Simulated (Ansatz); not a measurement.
We consider body-centred tetragonal In, described by r²SCAN+rVV10 in Ansatz (plane waves, PAW).

Input:

Ansatz 0.2 input:
```yaml
crystal:
  lattice:
    - [-1.6005230098, 1.6005230098, 2.4547273519]
    - [1.6005230098, -1.6005230098, 2.4547273519]
    - [1.6005230098, 1.6005230098, -2.4547273519]
  atoms:
    - { symbol: In, position: [0.0, 0.0, 0.0] }
basis:
  ecutwfc: 560
  ecutrho_ratio: 4
  xc_grid: 3
kpoints:
  mp_grid: { grid: [24, 24, 24] }
hamiltonian:
  xc: r2scan
  dispersion: rvv10
  pseudopotentials: { kind: paw }
scf:
  occupations: { method: fermi_dirac, width: 0.05 }
output:
  forces: false
  stress: true
  eigenvalues: true
relax:
  f_tol: 0.004
  escape_saddle: false
  max_steps: 80
  cell: { stress_tol: 0.02, fix: [volume] }
```

The run printed, among other lines:

```
Relaxation: its limit of steps is 80 (relax.max_steps)
Crystal: 1 atoms, lattice volume = 25.153 Å³
Basis set: ecut = 560 eV, 773 PW (Γ), exchange–correlation on 81×81×81 points (27 copies of the dense FFT grid, shifted against one another)
Bands: 11, of which v1, the nominal top of the filled ones, is band 7 counted from 1 (6 counted from 0)
Symmetry: 16 space group operations
Space group: I4/mmm (ITA 139), of the structure as read, at distance tolerance 2.9e-5 Å
k-points: 1063 of 13824
Functional: x = r2scan, c = r2scan + rvv10(b = 11.95, C = 0.0093); τ floored in thin density (d = 2e-4 eV/Å³)
SCF iter   1: F=—  HF=-5609.940184 eV  |F-HF|=—  |Δ(HF+E_count)|=         —  Δρ=7.52e-3  dr2=7.09e-3  dr2_τ=1.55e-3
SCF iter   2: F=—  HF=-5609.945693 eV  |F-HF|=—  |Δ(HF+E_count)|=   5.51e-3  Δρ=3.46e-3  dr2=1.49e-3  dr2_τ=6.90e-5
  ...
SCF 1 converged in 6 iterations: F = -5609.945769 eV  dr2 = 1.00e-9
Crystal: 1 atoms, lattice volume = 25.153 Å³
Initial density: handed on by an earlier stage of this run
SCF 2 converged in 3 iterations: F = -5609.945770 eV  dr2 = 1.65e-9
Crystal: 1 atoms, lattice volume = 25.153 Å³
SCF 3 converged in 7 iterations: F = -5609.945772 eV  dr2 = 1.18e-12
Crystal: 1 atoms, lattice volume = 25.153 Å³
SCF iter   2: F=—  HF=-5609.945772 eV  |F-HF|=—  |Δ(HF+E_count)|=   2.16e-9  Δρ=2.82e-7  dr2=6.41e-12  dr2_τ=2.68e-12
SCF iter   3: F=-5609.945772 eV  HF=-5609.945772 eV  |F-HF|=2.00e-11  |Δ(HF+E_count)|=  2.00e-11  Δρ=1.80e-7  dr2=1.49e-12  dr2_τ=1.22e-12
SCF 4 converged in 3 iterations: F = -5609.945772 eV  dr2 = 1.49e-12
SCF converged after 3 iterations
Free energy (F): -5609.945772 eV
Internal energy: -5609.943081 eV  (E = F + TS)
E sigma→0 (E₀):  -5609.944427 eV
Fermi energy:    10.765284 eV
--- Forces (eV/Å), atoms counted from 1 ---
  atom   1  In     0.00000000     0.00000000    -0.00000000
--- Stress (GPa, compression-positive) ---
        0.978791      -0.000000      -0.000000
       -0.000000       0.978791       0.000000
       -0.000000      -0.000000       0.977606
  P = ⅓ Tr σ = 0.9784 GPa (9.784 kbar)
```

The cell is one volume of an energy–volume scan, off the minimum.

The PAW data were made under PBE.

Ansatz is an electronic-structure program.
